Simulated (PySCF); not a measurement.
**Core-level binding energies of thiopropynal**

Compound: thiopropynal, C₃H₂S.
Structure used (PBE0-D3(BJ)/def2-SVP), in Å, numbered top down from 1:
```xyz
6
C3H2S angstrom
C      1.5150    0.1271   -0.2713
C      0.3482    0.0041    0.0481
C     -1.0023   -0.1716    0.4334
S     -2.1877    0.9111    0.1820
H      2.5421    0.2558   -0.5621
H     -1.2152   -1.1264    0.9430
```

Method used: PySCF, delta-SCF UKS SCAN, pcX-2 on the ionised atom, pcseg-1 elsewhere, spin-free X2C. Vertical ΔSCF values, vacuum level as zero.

**Question.** List the computed XPS lines with their assignment.

**Answer.** 
```json
{"atom(s)": "C1", "environment": "terminal alkyne carbon", "level": "C 1s", "binding energy (eV)": "291.05", "above the level's lowest (eV)": "0.00", "count": "1"}
{"atom(s)": "C2", "environment": "alkyne carbon", "level": "C 1s", "binding energy (eV)": "291.48", "above the level's lowest (eV)": "+0.43", "count": "1"}
{"atom(s)": "S4", "environment": "thiocarbonyl sulfur", "level": "S 1s", "binding energy (eV)": "2476.82", "above the level's lowest (eV)": "0.00", "count": "1"}
```

The listed C 1s values span 0.43 eV, from C1 (bonded to C (triple bond) and H) to C2 (bonded to C (triple bond) and C). Summing the Pauling electronegativity differences to the bonded atoms, each weighted by its formal bond order, gives -0.35 for the lowest site and 0.00 for the highest.

**Question.** Which photon energy gives electrons from S 1s of S4 a kinetic energy of 150 eV, and what is their de Broglie wavelength?

**Answer.** hν = 2476.82 + 150 = 2626.82 eV, recoil neglected; λ = 12.264 Å/√(E/eV) = 1.00 Å.

The list is incomplete; no value stands for C 1s of C3 (hole states with ⟨S²⟩ of 1 or more are left out). Spin contamination (⟨S²⟩ against 0.75 for a pure doublet) is marked for C 1s of C1 (0.97) and C 1s of C2 (0.98), which makes these values less certain. Geometry: PBE0-D3(BJ)/def2-SVP; no solvent, vibrations or thermal averaging.
